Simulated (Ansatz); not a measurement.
# C2H7Al (SMILES [CH3][AlH][CH3]) at wB97M-V/def2-SVPD

Aim: the vertical electron affinity of C2H7Al at wB97M-V/def2-SVPD, from 2 runs. 

The calculation is run with Ansatz 0.2.0.

36 further runs of the same task are left out: 36 set aside as unsound or not needed.

**1. The system as given**

C2H7Al: 10 atoms, total charge 0, spin state singlet. As SMILES, `[CH3][AlH][CH3]`. The coordinates come from a PBE0-D4/def2-TZVP relaxation.

Bond lengths: C1–Al2 1.954 Å, Al2–C3 1.954 Å, C1–H4 1.095 Å, C1–H5 1.092 Å, C1–H6 1.096 Å, Al2–H7 1.595 Å, C3–H8 1.093 Å, C3–H9 1.095 Å, C3–H10 1.096 Å. Some angles: C1–Al2–C3 121.2°, C1–Al2–H7 120.2°, C3–Al2–H7 118.5°, Al2–C1–H4 111.1°, Al2–C1–H5 113.4°, Al2–C1–H6 110.4°, Al2–C3–H8 113.4°, Al2–C3–H9 111.0°, Al2–C3–H10 110.5°, H4–C1–H5 108.0°.

**2. The energy at wB97M-V/def2-SVPD**

Contents of job.yaml:

```yaml
crystal:
  periodic: [false, false, false]
  atoms:
    - {symbol: C, position_ang: [-1.219100, 0.923600, -0.783300]}
    - {symbol: Al, position_ang: [0.496800, 0.021800, -0.536400]}
    - {symbol: C, position_ang: [0.903900, -0.949000, 1.109700]}
    - {symbol: H, position_ang: [-2.054000, 0.233200, -0.621200]}
    - {symbol: H, position_ang: [-1.337000, 1.368500, -1.773800]}
    - {symbol: H, position_ang: [-1.340300, 1.723700, -0.043600]}
    - {symbol: H, position_ang: [1.605700, 0.078800, -1.681200]}
    - {symbol: H, position_ang: [0.069000, -0.980000, 1.814000]}
    - {symbol: H, position_ang: [1.201900, -1.980900, 0.894300]}
    - {symbol: H, position_ang: [1.756300, -0.490900, 1.624500]}
basis:
  gaussian:
    orbitals: def2-SVPD
hamiltonian:
  xc: {name: wB97M-V}
accuracy: high
output:
  orbitals: {seedname: orbitals}
```

On the command line:

```bash
$ ansatz run job.yaml --threads 1 --pin off --max-ram 3480MiB --events-out events.jsonl --progress --plain --runs-dir runs
```

What it wrote:

```text
Warning: RAYON_NUM_THREADS=1 ignored (pool sized by the plan → 1); use --threads N
Functional definition: wB97M-V
  name "wB97M-V"
  parameter omega = 0.3/bohr
  parameter cx = 0.15
  parameter cx01 = 1.007
  parameter cx10 = 0.259
  parameter css00 = 0.443
  parameter css04 = -1.437
  parameter css10 = -4.535
  parameter css20 = -3.390
  parameter css43 = 4.278
  parameter cos00 = 1.000
  parameter cos10 = 1.358
  parameter cos20 = 2.924
  parameter cos21 = -8.812
  parameter cos60 = -1.390
  parameter cos61 = 9.142
  parameter b = 6.0
  parameter c = 0.01
  gx(w, u) = 1 - cx + cx01*u + cx10*w
  gss(w, u) = css00 + css04*u^4 + css10*w + css20*w^2 + css43*w^4*u^3
  gos(w, u) = cos00 + cos10*w + (cos20 + cos21*u)*w^2 + (cos60 + cos61*u)*w^6
  exchange = spin_sum(e_x_unif_sr(omega)*gx(b97_w, b97_u_x)) + cx*exact_x_sr(omega) + exact_x_lr(omega)
  correlation = spin_sum(e_c_pw_mod_same_spin*gss(b97_w, b97_u_same))
      + integral(e_c_pw_mod_opposite_spin*gos(b97_w_opposite, b97_u_opposite)) + vv10(b, c)
2444 factors; integrals over basis functions are off by at most 3.6e-9 eV
527 factors; integrals over basis functions are off by at most 1.8e-9 eV
mean field evaluation 1: about -8774.4944 eV, gradient 4.6e1 eV
mean field evaluation 2: about -8776.6155 eV, gradient 3.4e1 eV
mean field evaluation 4: about -8779.4652 eV, gradient 3.1e-1 eV
mean field evaluation 8: about -8779.4692 eV, gradient 2.7e-3 eV
mean field evaluation 16: about -8779.4692 eV, gradient 9.8e-7 eV
mean field -8779.46916228 eV, -322.6395407758 hartree, gradient 9.4e-8 eV, S^2 0.000000; 0 other end points of the search recorded, 0 dependent functions left out
reference -8779.46916915 eV, -322.6395410283 hartree; 16, 16 occupied and 104, 104 virtual orbitals, 2444 factors
Total energy: -8779.46916915 eV, -322.6395410283 hartree
```

Run time: 74 s. Hardware: 1 thread of Arm Neoverse V2, shared host; peak memory 0.74 GiB.

**3. The doublet anion**

Contents of run.yaml:

```yaml
crystal:
  periodic: [false, false, false]
  atoms:
    - {symbol: C, position_ang: [-1.219100, 0.923600, -0.783300]}
    - {symbol: Al, position_ang: [0.496800, 0.021800, -0.536400]}
    - {symbol: C, position_ang: [0.903900, -0.949000, 1.109700]}
    - {symbol: H, position_ang: [-2.054000, 0.233200, -0.621200]}
    - {symbol: H, position_ang: [-1.337000, 1.368500, -1.773800]}
    - {symbol: H, position_ang: [-1.340300, 1.723700, -0.043600]}
    - {symbol: H, position_ang: [1.605700, 0.078800, -1.681200]}
    - {symbol: H, position_ang: [0.069000, -0.980000, 1.814000]}
    - {symbol: H, position_ang: [1.201900, -1.980900, 0.894300]}
    - {symbol: H, position_ang: [1.756300, -0.490900, 1.624500]}
basis:
  gaussian:
    orbitals: def2-SVPD
total_charge: -1
magnetization:
  spin_polarized: true
  initial_magnetization: 1
hamiltonian:
  xc: {name: wB97M-V}
accuracy: high
output:
  orbitals: {seedname: orbitals}
```

On the command line:

```bash
$ ansatz run run.yaml --threads 1 --pin off --max-ram 3480MiB --events-out events.jsonl --progress --plain --runs-dir runs
```

What it wrote (excerpt; [...] marks lines left out):

```text
Warning: RAYON_NUM_THREADS=1 ignored (pool sized by the plan → 1); use --threads N
Functional definition: wB97M-V
  name "wB97M-V"
[...]
  gx(w, u) = 1 - cx + cx01*u + cx10*w
  gss(w, u) = css00 + css04*u^4 + css10*w + css20*w^2 + css43*w^4*u^3
  gos(w, u) = cos00 + cos10*w + (cos20 + cos21*u)*w^2 + (cos60 + cos61*u)*w^6
[...]
      + integral(e_c_pw_mod_opposite_spin*gos(b97_w_opposite, b97_u_opposite)) + vv10(b, c)
2446 factors; integrals over basis functions are off by at most 3.5e-9 eV
527 factors; integrals over basis functions are off by at most 1.8e-9 eV
[...]
mean field -8778.51500601 eV, -322.6044761797 hartree, gradient 1.8e-8 eV, S^2 0.752210; 4 other end points of the search recorded, 0 dependent functions left out
reference -8778.51501263 eV, -322.6044764231 hartree; 17, 16 occupied and 103, 104 virtual orbitals, 2446 factors
Total energy: -8778.51501263 eV, -322.6044764231 hartree
```

It took 7.4 min on 1 thread of Arm Neoverse V2, shared host; peak memory 1.3 GiB.

**4. Summary of results**

Level: wB97M-V/def2-SVPD.

```
                                         quantity          value
                     singlet C2H7Al: total energy  -322.63954 Eh
                      singlet C2H7Al: HOMO energy      -10.05 eV
                      singlet C2H7Al: LUMO energy        0.77 eV
                    singlet C2H7Al: HOMO–LUMO gap       10.82 eV
                      doublet anion: total energy  -322.60448 Eh
doublet anion: HOMO energy (highest over α and β)        1.14 eV
 doublet anion: LUMO energy (lowest over α and β)        4.59 eV
                              doublet anion: ⟨S²⟩          0.752
vertical electron affinity (to the doublet anion)      -0.954 eV
```

**Reading.** The anion lies 0.95 eV (22.0 kcal/mol) above the neutral: the electron isn't bound at this level, and such a value depends on the basis. The HOMO (doublet anion) lies at positive energy, 1.14 eV; only total energies tell whether the electron is bound.
